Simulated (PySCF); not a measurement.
Bonds broken one at a time in the series Si Cl-OH. Gas-phase values, no solvent. One relaxed conformer stands for each flexible species; it need not be the lowest. Strings in code marks are SMILES.

The dipole moment from two functionals at the same geometries (M06-2X/def2-TZVP), both in PySCF: PBE-D3(BJ)/def2-TZVP and M06-2X/def2-TZVP. 

| species | PBE-D3(BJ)/def2-TZVP (D) | M06-2X/def2-TZVP (D) |
|---|---|---|
| radical fragment (`Cl[Si](Cl)Cl`) | 0.46 | 0.79 |
| radical fragment (`[Cl]`) | 0.00 | 0.00 |
| whole molecule (`Cl[Si](Cl)(O)Cl`) | 1.64 | 1.71 |
| radical fragment (`[OH]`) | 1.73 | 1.80 |

Over these rows, drawn at random from the members with no instability flagged (it was tested for open shells, ions and some series alone), PBE minus M06-2X: mean -0.12 D, from -0.33 D to 0.00 D.
